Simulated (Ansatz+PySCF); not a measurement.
Values are calculated unless marked as measured or tabulated.
This PySCF input gave a total energy of -621.35769 hartree.

```python
from pyscf import gto, scf, mp

mol = gto.M(atom="""
Na 0.000000 0.000000 -1.533320
Cl 0.000000 0.000000 0.992150
""", basis='def2-svp', charge=0, spin=0)
mf = scf.RHF(mol)
mf.kernel()
pt = mp.MP2(mf, frozen=6).run()
print(mf.e_tot, pt.e_corr, pt.e_tot)
```

Problem. Write an input for Ansatz with the same method and basis set.

Solution.

```yaml
crystal:
  periodic: [false, false, false]
  atoms:
    - { symbol: Na, position_ang: [0.0, 0.0, -1.53332] }
    - { symbol: Cl, position_ang: [0.0, 0.0, 0.99215] }
basis:
  gaussian: { orbitals: def2-SVP }
hamiltonian:
  xc: hf
correlation:
  method: mp2
  frozen_orbitals: { Cl: 5, Na: 1 }
scf:
  omitted_lower_state_checks: [stability, starts, atomic_configurations, cluster_reference, orbital_swaps, given_window_search, neighbouring_geometries, increment]
```

Ansatz (development build ahead of 0.2.0) gave -621.35769 hartree, 0.03 meV from the first.
